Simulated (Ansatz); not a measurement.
# CH₃S₂ radical (SMILES [CH2]SS): functionals against CCSD(T) at one geometry

The task here is to estimate one member of a computed series from the others.

Computed with Ansatz 0.2.0, Gaussian basis. Level: single points in def2-TZVPP.

Cores are frozen in the correlated methods. Orbitals are unrestricted.

### Where the work starts

SMILES `[CH2]SS`, 6 atoms, charge 0, spin multiplicity 2.

Atoms are counted from 1 here; the program's logs count them from 0.

Bond lengths: C1–S2 1.587 Å, C1–H4 1.320 Å, C1–H5 1.040 Å, S2–S3 2.245 Å, S3–H6 1.216 Å. Angles: S2–C1–H4 121.6°, S2–C1–H5 140.8°, H4–C1–H5 97.0°, C1–S2–S3 102.0°, S2–S3–H6 98.3°.

Geometry (Å):

```xyz
6
CH3S2
C    -0.6807   -0.2543   -0.8066
S    -0.2646    0.9362    0.1563
S     1.7638    0.2809    0.8597
H    -1.2971   -0.0329   -1.9529
H    -0.7539   -1.2920   -0.8213
H     1.5269    0.2248    2.0507
```

The first run:

run/in.yaml

```yaml
crystal:
  periodic: [false, false, false]
  atoms:
    - {symbol: C, position_ang: [-0.680700, -0.254300, -0.806600]}
    - {symbol: S, position_ang: [-0.264600, 0.936200, 0.156300]}
    - {symbol: S, position_ang: [1.763800, 0.280900, 0.859700]}
    - {symbol: H, position_ang: [-1.297100, -0.032900, -1.952900]}
    - {symbol: H, position_ang: [-0.753900, -1.292000, -0.821300]}
    - {symbol: H, position_ang: [1.526900, 0.224800, 2.050700]}
basis:
  gaussian: {orbitals: def2-TZVPP}
magnetization: {spin_polarized: true, initial_magnetization: 1}
correlation: {method: ccsd_t}
scf: {omitted_lower_state_checks: [cluster_reference]}
output: {forces: true}
```

The run is started by

```console
$ ansatz run in.yaml --threads 8 --pin off --events-out ev --progress --plain --max-ram 10444MiB
```

Among the steps run: CCSD(T)/def2-TZVPP; PBE0-D4/def2-TZVPP; wB97M-V/def2-TZVPP; r2SCAN-D4/def2-TZVPP; PBE-D4/def2-TZVPP; SPW92/def2-TZVPP; LC-wPBE/def2-TZVPP.

One of the session's tables, all rows but one given; the rest of the session is left out.

```
   method  RMS force component (eV/Å)  angle to CCSD(T) forces (°)  dipole (D)
  CCSD(T)                       2.608                    reference        1.10
  PBE0-D4                       2.573                          4.5        1.19
  wB97M-V                       2.572                          3.3        1.13
r2SCAN-D4                           ?                            ?           ?
   PBE-D4                       2.523                          6.9        1.15
    SPW92                       2.476                         11.8        1.20
  LC-wPBE                       2.676                          6.1        1.21
```

**Question.** Estimate the row for r2SCAN-D4.

**Answer.** RMS force component (eV/Å): 2.534; angle to CCSD(T) forces (°): 3.9; dipole (D): 1.22. In the column «RMS force component (eV/Å)» it lies between PBE-D4 (2.523) and wB97M-V (2.572).
